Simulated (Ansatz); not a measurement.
Relaxation of H₄SSi₂ (7 atoms, charge 0, multiplicity 1), to a largest force component of 0.02 eV/Å in at most 50 steps.

Method: RKS PBE-D4/def2-SVP in Ansatz.

```xyz
7
Properties=species:S:1:pos:R:3
Si -0.861 0.864 -0.952
Si -0.167 -0.308 0.798
S 1.342 -1.818 0.324
H -1.249 0.272 -2.239
H -1.997 1.741 -0.637
H 0.553 0.459 1.827
H 2.378 -1.209 0.878
```

Q: Where does it end, and by what steps?

A: It converged. After 7 steps the energy has fallen by 0.254 eV; H7 moved furthest, 0.42 Å.

```json
{"step": "0", "energy less start (eV)": "0.0000", "largest force component (eV/Å)": "1.078", "accepted": "yes"}
{"step": "1", "energy less start (eV)": "-0.1347", "largest force component (eV/Å)": "0.779", "accepted": "yes"}
{"step": "2", "energy less start (eV)": "-0.2063", "largest force component (eV/Å)": "0.467", "accepted": "yes"}
{"step": "3", "energy less start (eV)": "-0.2324", "largest force component (eV/Å)": "0.423", "accepted": "yes"}
{"step": "4", "energy less start (eV)": "-0.2345", "largest force component (eV/Å)": "0.193", "accepted": "yes"}
{"step": "5", "energy less start (eV)": "-0.2318", "largest force component (eV/Å)": "0.235", "accepted": "no"}
{"step": "6", "energy less start (eV)": "-0.2522", "largest force component (eV/Å)": "0.217", "accepted": "yes"}
{"step": "7", "energy less start (eV)": "-0.2542", "largest force component (eV/Å)": "0.016", "accepted": "yes"}
```

```xyz
7
Properties=species:S:1:pos:R:3
Si -0.873 1.040 -1.068
Si 0.070 -0.141 0.560
S 1.438 -1.746 0.141
H -1.304 0.106 -2.176
H -2.106 1.695 -0.482
H 0.499 0.523 1.842
H 2.276 -1.477 1.183
```

Time of the run: 24 s on 1 thread of Intel(R) Xeon(R) Processor @ 2.70GHz, on a shared host, peak memory 0.14 GiB.
